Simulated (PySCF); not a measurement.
Consider `CC1=CCC1` (C5H8). Coordinates in Å; atoms count from 1 in this order:
```
C     1.8403   -0.0786   -0.4488
C     0.4069    0.0952   -0.1118
C    -0.4306    1.1422   -0.0030
C    -1.6252    0.2986    0.3691
C    -0.6604   -0.9171    0.2454
H     1.9626   -0.7110   -1.3443
H     2.3813   -0.5827    0.3695
H     2.3284    0.8878   -0.6408
H    -0.2990    2.2201   -0.1360
H    -2.4621    0.3002   -0.3495
H    -2.0378    0.4619    1.3790
H    -0.9177   -1.6393   -0.5480
H    -0.4913   -1.4763    1.1814
```

Level of theory: M06-2X/def2-TZVP single points in PySCF, grid level 3; every species was optimised with PBE0-D3(BJ)/def2-SVP. Thermal corrections: GFN2-xTB frequencies, unscaled, ideal gas at 298.15 K and 1 bar, quasi-RRHO entropy. These were taken at the GFN2-xTB minima.

(1) Rank these bonds by dissociation enthalpy, weakest first.
A. C4–H
B. C1–C2
C. C1–H
D. C3–H

Not ranked, since the method can't order them against a listed neighbour: C5–H (384 kJ/mol).

(2) For C5–H, what are ΔE (electronic) and ΔG(298 K) of the homolysis?

## Answers

(1) C (364 kJ/mol), A (382 kJ/mol), B (437 kJ/mol), D (461 kJ/mol).

(2) ΔE = 414 and ΔG = 346 kJ/mol, beside ΔH = 384 kJ/mol. The radicals are `CC1=CC[CH]1` and H•.

Note: the order of C4–H and C5–H is undecided: the gaps lie inside the method's error (some 10 kJ/mol, one structure a species); radicals beside a multiple bond are drawn in one resonance form, and their spin spreads.
